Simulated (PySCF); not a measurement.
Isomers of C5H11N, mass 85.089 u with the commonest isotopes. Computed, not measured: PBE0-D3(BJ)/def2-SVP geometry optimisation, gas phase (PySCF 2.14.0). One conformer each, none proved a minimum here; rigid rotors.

Question: Order these by out-of-plane moment Σ m c² = (Ia + Ib − Ic)/2, smallest first.
A. `[CH3:1]/[CH:2]=[N:3]/[CH2:4][CH2:5][CH3:6]` with C2–N3–C4–C5 -122°, N3–C4–C5–C6 66°
B. `[CH3:1][CH2:2][N:3]=[C:4]([CH3:5])[CH3:6]` with C1–C2–N3–C4 180°
C. `[CH3:1]/[CH:2]=[N:3]/[CH:4]([CH3:5])[CH3:6]` with C2–N3–C4–C5 119°

Answer: B (6.30 u·Å²), C (14.36 u·Å²), A (14.99 u·Å²).

Question: Order these by rotational constant B, largest first.
A. `[CH3:1][CH2:2][N:3]=[C:4]([CH3:5])[CH3:6]` with C1–C2–N3–C4 180°
B. `[CH3:1]/[CH:2]=[N:3]/[CH:4]([CH3:5])[CH3:6]` with C2–N3–C4–C5 119°
C. `[CH3:1]/[CH:2]=[N:3]/[CH2:4][CH2:5][CH3:6]` with C2–N3–C4–C5 -122°, N3–C4–C5–C6 66°

Answer: A (1983 MHz), B (1892 MHz), C (1788 MHz).

```tsv
SMILES	point group	Ia (u·Å²)	Ib (u·Å²)	Ic (u·Å²)	κ	μa (D)	μb (D)	μc (D)
C/C=N/C(C)C	Cs	70.19	267.14	308.61	-0.91	0.47	0.00	1.23
CCN=C(C)C	Cs	70.11	254.83	312.34	-0.87	1.02	1.69	0.00
C/C=N/CCC	C1	68.25	282.62	320.88	-0.93	0.35	0.27	1.19
```
